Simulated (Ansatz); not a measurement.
## Ansatz (development build ahead of 0.2.0) run

```yaml
crystal:
  periodic: [false, false, false]
  atoms:
    - { symbol: "N", position_ang: [0.10414, 0.02178, -0.01729] }
    - { symbol: "N", position_ang: [1.14637, -0.07618, -0.29741] }
    - { symbol: O, position_ang: [0.36823, 3.24763, 0.47552] }
basis:
  gaussian: { orbitals: def2-SVP }
magnetization:
  spin_polarized: true
  initial_magnetization: 2
hamiltonian:
  xc: hf
output:
  forces: true
```

The input is written out in the form of the current development build from the run's settings.

Results

```json
{"Converged": "yes", "Total energy": "-183.57413 hartree", "Spin squared of the determinant": "2.005", "Stability test": "minimum"}
```

Forces (eV/Å):
| atom | Fx | Fy | Fz |
| --- | --- | --- | --- |
| N1 | 1.911 | -0.203 | -0.518 |
| N2 | -1.911 | 0.170 | 0.512 |
| O3 | 0.000 | 0.034 | 0.006 |
